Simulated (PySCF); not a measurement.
C₂H₆O.

```xyz
9

C      1.1601     0.0000    -0.1937
O      0.0000     0.0000     0.5882
C     -1.1601     0.0000    -0.1937
H      1.2140     0.8907    -0.8363
H      1.2140    -0.8907    -0.8363
H      2.0155     0.0000     0.4822
H     -1.2140     0.8907    -0.8363
H     -2.0155     0.0000     0.4822
H     -1.2140    -0.8907    -0.8363
```

Geometry optimised at PBE0-D3(BJ)/def2-TZVP.

Method: KT2/pcSseg-1 (PySCF). Non-relativistic, no solvent.

Computed absolute GIAO shielding of each atom: isotropic value and principal components (ppm):
```tsv
atom	σ(iso)	σ11	σ22	σ33	span
C1	122.0	90.3	92.6	183.1	92.8
O2	320.2	291.9	315.5	353.2	61.3
C3	122.0	90.3	92.6	183.1	92.8
H4	28.4	24.9	26.6	33.7	8.8
H5	28.4	24.9	26.6	33.7	8.8
H6	27.7	24.3	25.4	33.4	9.1
H7	28.4	24.9	26.6	33.7	8.8
H8	27.7	24.3	25.4	33.4	9.1
H9	28.4	24.9	26.6	33.7	8.8
```
